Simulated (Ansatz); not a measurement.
Worked example: the enthalpy of formation of C2H2Cl4 (1,1,2,2-tetrachloroethane)

The species is C2H2Cl4 (8 atoms), meant as a singlet with charge 0. SMILES: `ClC(Cl)C(Cl)Cl`. The coordinates come from a PBE0-D4/def2-TZVP relaxation. This is one conformer, not always the lowest.

Total energies at B3LYP/cc-pVDZ (Ansatz 0.2.0); the atoms run unrestricted:

| species | state | energy (Eh) |
| --- | --- | --- |
| C2H2Cl4 | singlet | -1918.274616 |
| Cl | doublet | -460.158464 |
| C | triplet | -37.851975 |
| H | doublet | -0.501258 |

Harmonic wavenumbers at PBE0-D4/def2-TZVP, in cm⁻¹: 56, 166, 226, 296, 302, 320, 372, 741, 780, 785, 831, 1069, 1203, 1221, 1230, 1333, 3144, 3158.

Measured heats of formation of the gaseous atoms at 298.15 K, in kJ/mol: Cl 121.3, C 716.9, H 218.0. Spin-orbit lowering of the atoms at 298 K (mean of the ground term's levels less their thermal mean, from spectra), in kJ/mol: Cl 3.44, C 0.02. Take 1 Eh = 2625.50 kJ/mol, 1 cm⁻¹ = 0.0119627 kJ/mol, RT = 2.479 kJ/mol.

Problem. Work out the heat of formation of the gas at 298 K.

Solution. 
1. Electronic atomisation energy: 4 × (-460.158464) + 2 × (-37.851975) + 2 × (-0.501258) − (-1918.274616) = 0.934294 Eh = 2453.0 kJ/mol.
2. Zero-point energy: half the sum of the wavenumbers, 8616.5 cm⁻¹ = 103.1 kJ/mol.
3. Thermal vibrational enthalpy, Σ hcν̃/(exp(hcν̃/kT) − 1): 10.4 kJ/mol. Translation, rotation and pV of a non-linear molecule: 4 RT = 9.9 kJ/mol.
4. The 8 free atoms carry 5/2 RT each: 49.6 kJ/mol.
5. Spin-orbit coupling lowers the free atoms by 4 × 3.44 + 2 × 0.02 = 13.8 kJ/mol.
6. Atomisation enthalpy at 298 K: 2453.0 − 13.8 − 103.1 − 10.4 − 9.9 + 49.6 = 2365.4 kJ/mol.
7. Sum of the atoms' heats of formation: 2355.0 kJ/mol. Heat of formation: 2355.0 − 2365.4 = -10.4 kJ/mol.

The tabulated value is -149.2 kJ/mol (CRC Handbook of Chemistry and Physics), so this level is off by +138.8 kJ/mol, or 5.5 % of the atomisation enthalpy. Anharmonicity and any spin-orbit splitting of the molecule are left out.
